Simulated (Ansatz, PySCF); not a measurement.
System: H₆Si₂, singlet: internal rotation, threefold axis kept, other coordinates relaxed. Scanned: torsion (0 = eclipsed). Other coordinates (Si-Si length, H-Si-Si angle, H-Si-Si angle, Si-H length, Si-H length) were minimised at B3LYP/def2-TZVP.

Computed with: RKS-PBE/cc-pVTZ = Ansatz (a program for electronic structure) with restricted PBE/cc-pVTZ; B3LYP/cc-pVTZ (PySCF); CCSD(T) on RHF/cc-pVTZ, 10 core orbitals frozen (PySCF).

Energies relative to the lowest point of each profile, in kJ/mol; the last columns give the difference from CCSD(T):

```json
[
 {"at / °": "0", "RKS-PBE/cc-pVTZ": "3.95", "B3LYP": "4.00", "CCSD(T)": "4.24", "RKS-PBE/cc-pVTZ − CCSD(T)": "-0.29", "B3LYP − CCSD(T)": "-0.24"},
 {"at / °": "10", "RKS-PBE/cc-pVTZ": "3.69", "B3LYP": "3.73", "CCSD(T)": "3.96", "RKS-PBE/cc-pVTZ − CCSD(T)": "-0.27", "B3LYP − CCSD(T)": "-0.23"},
 {"at / °": "20", "RKS-PBE/cc-pVTZ": "2.94", "B3LYP": "3.00", "CCSD(T)": "3.18", "RKS-PBE/cc-pVTZ − CCSD(T)": "-0.24", "B3LYP − CCSD(T)": "-0.18"},
 {"at / °": "30", "RKS-PBE/cc-pVTZ": "2.01", "B3LYP": "2.01", "CCSD(T)": "2.13", "RKS-PBE/cc-pVTZ − CCSD(T)": "-0.12", "B3LYP − CCSD(T)": "-0.12"},
 {"at / °": "40", "RKS-PBE/cc-pVTZ": "0.98", "B3LYP": "1.01", "CCSD(T)": "1.06", "RKS-PBE/cc-pVTZ − CCSD(T)": "-0.08", "B3LYP − CCSD(T)": "-0.05"},
 {"at / °": "50", "RKS-PBE/cc-pVTZ": "0.28", "B3LYP": "0.27", "CCSD(T)": "0.29", "RKS-PBE/cc-pVTZ − CCSD(T)": "-0.01", "B3LYP − CCSD(T)": "-0.01"},
 {"at / °": "60", "RKS-PBE/cc-pVTZ": "0.00", "B3LYP": "0.00", "CCSD(T)": "0.00", "RKS-PBE/cc-pVTZ − CCSD(T)": "0.00", "B3LYP − CCSD(T)": "0.00"}
]
```

RKS-PBE/cc-pVTZ is furthest from CCSD(T) at 0 (-0.29 kJ/mol, below); its mean absolute difference over the points is 0.14 kJ/mol.

B3LYP is furthest from CCSD(T) at 0 (-0.24 kJ/mol, below); its mean absolute difference over the points is 0.12 kJ/mol.
